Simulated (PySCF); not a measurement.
Does the structure fit the spectrum?

A compound C4H5NO gives the data below (simulated from a calculation) and was assigned the structure `Cc1ncco1`.

13C{1H} NMR (computed): δ 157.2 (CH), 146.5 (C), 140.3 (CH), 14.6 (CH3).

1H NMR (400 MHz, computed): δ 7.73 (m, 1H), 7.47 (m, 1H), 2.21 (s, 3H).

PySCF 2.14 calculation with NMR shieldings at B97-2/pcSseg-2/GIAO and geometry from PBE0-D3(BJ)/def2-TZVP; single conformer, non-relativistic, rapidly exchanging positions averaged, in vacuum.

References, each an isolated molecule treated in the same way: 1H (σref 31.64), 13C (σref 185.38) against TMS.

**Question.** Compare with the shifts computed for the proposed structure, pairing carbons in order of shift.

**Answer.** Atoms are numbered as in `[CH3:1][c:2]1[n:3][cH:4][cH:5][o:6]1` (H(Xn): hydrogen on atom n).

```tsv
atom	computed for proposal	given list	difference
C2	168.6	157.2	+11.4
C5	144.4	146.5	-2.1
C4	135.4	140.3	-4.9
C1	16.0	14.6	+1.4
```

The rms difference is 6.4 ppm and the largest +11.4 ppm at C2 (substituted aromatic carbon next to the ring oxygen). The carbon types in order of shift don't match either: C, CH, CH, CH3 for the proposal against CH, C, CH, CH3 in the data. The proposal doesn't fit.

**Question.** Which isomer fits?

**Answer.** 4-Methyloxazole.

Carbon types of the structure: 1 × C, 2 × CH, 1 × CH3, which accounts for all hydrogens. δC 157.2: aromatic CH between two ring heteroatoms. δC 146.5: substituted aromatic carbon next to a ring nitrogen. δC 140.3: aromatic CH next to the ring oxygen. δH 2.21: hydrogen on a methyl carbon on an aromatic ring; benzylic-type position, deshielded by the ring.

This is the structure that produced the data.

Shifts are as computed. Against solution values, carbons near 30 ppm lie about +3 ppm off and those near 130 ppm about +7 ppm. Of 1211 compounds with measured shifts, 218 miss one by over three times the rms of a fit or turn the order of signals round; such compounds aren't used in these exercises. Multiplicities follow the n + 1 count of equivalent neighbours, as no J values were calculated; m marks all less simple cases, F and P coupling included.
